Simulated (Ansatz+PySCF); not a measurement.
Values are calculated unless marked as measured or tabulated.
**Several solutions for quintet O₄ in separate pieces**

```yaml
atoms:
  - { symbol: O, position_ang: [0.0000, 0.0000, -0.5941] }
  - { symbol: O, position_ang: [0.0000, 0.0000, 0.5941] }
  - { symbol: O, position_ang: [29.8745, -0.5321, -0.2326] }
  - { symbol: O, position_ang: [30.1255, 0.5321, 0.2326] }
```

Basis set: cc-pVDZ (spherical functions). Charge 0, multiplicity 5.

CASSCF(6,6) was run from several starts with Ansatz (development build ahead of 0.2.0) and PySCF 2.14.0. The starts are those of the Hartree–Fock orbitals from which the active space was taken at the frontier.

```json
{"run": "A", "program": "Ansatz", "start": "search for the lowest state", "converged": "yes", "energy (hartree)": "-299.24780", "<S²>": "6.00"}
{"run": "B", "program": "PySCF", "start": "program defaults", "converged": "yes", "energy (hartree)": "-299.22251", "<S²>": "6.00"}
{"run": "C", "program": "Ansatz", "start": "atomic start, no search", "converged": "yes", "energy (hartree)": "-299.22250", "<S²>": "6.00"}
{"run": "D", "program": "Ansatz", "start": "atomic start, no search", "converged": "yes", "energy (hartree)": "-299.22251", "<S²>": "6.00"}
{"run": "E", "program": "Ansatz", "start": "stability test followed", "converged": "yes", "energy (hartree)": "-299.24012", "<S²>": "6.00"}
```

Q: Which runs reached the lowest solution of this kind, and what is wrong with the others?

A: A reached the lowest solution found. Converged but too high: B by 0.69 eV, C by 0.69 eV, D by 0.69 eV, E by 0.21 eV. Convergence only shows a stationary point; in CASSCF the end hangs on which orbitals enter the active space. Caution: other starts end on other solutions of this active space.
